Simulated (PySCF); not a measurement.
Molfile (atoms numbered from 1):
```
C4H4O
     RDKit          3D

  9  8  0  0  0  0  0  0  0  0999 V2000
    2.1148    0.8010   -0.1479 C   0  0  0  0  0  0  0  0  0  0  0  0
    1.1579    0.1129    0.0850 C   0  0  0  0  0  0  0  0  0  0  0  0
   -0.0178   -0.6999    0.3566 C   0  0  0  0  0  0  0  0  0  0  0  0
   -1.3286   -0.0821   -0.0290 C   0  0  0  0  0  0  0  0  0  0  0  0
    0.0846   -1.7911    0.8603 O   0  0  0  0  0  0  0  0  0  0  0  0
    2.9779    1.3935   -0.3450 H   0  0  0  0  0  0  0  0  0  0  0  0
   -1.4607    0.8652    0.5005 H   0  0  0  0  0  0  0  0  0  0  0  0
   -1.3287    0.1484   -1.0976 H   0  0  0  0  0  0  0  0  0  0  0  0
   -2.1415   -0.7652    0.2106 H   0  0  0  0  0  0  0  0  0  0  0  0
  1  2  3  0
  2  3  1  0
  3  4  1  0
  3  5  2  0
  1  6  1  0
  4  7  1  0
  4  8  1  0
  4  9  1  0
M  END
```

Geometry: PBE0-D3(BJ)/def2-TZVP; GIAO absolute shieldings from PySCF 2.14, gas phase, non-relativistic, averaged over equivalent atoms.

At PBE0/pcSseg-2 (236 basis functions, 31 s wall time on 1 thread of an Arm Neoverse N1, shared host):
| atoms | σ (ppm) |
| --- | --- |
| C3 | -8.5 |
| C2 | 98.6 |
| C1 | 100.7 |
| C4 | 150.0 |
| O5 | -373.9 |
| H6 | 28.77 |
| H7/H8/H9 | 29.20 |

What do these become at B97-2/pcSseg-2?

Answers


| atoms | σ at B97-2/pcSseg-2 | change |
| --- | --- | --- |
| C3 | -5.4 | +3.1 |
| C2 | 100.4 | +1.8 |
| C1 | 102.7 | +2.0 |
| C4 | 149.9 | -0.1 |
| O5 | -353.7 | +20.2 |
| H6 | 28.88 | +0.11 |
| H7/H8/H9 | 29.31 | +0.11 |

The largest change is at O5 (ketone oxygen). Cost: 236 basis functions, 28 s wall time on 1 thread of an Arm Neoverse N1, shared host. The order of the carbon signals is the same at both levels.
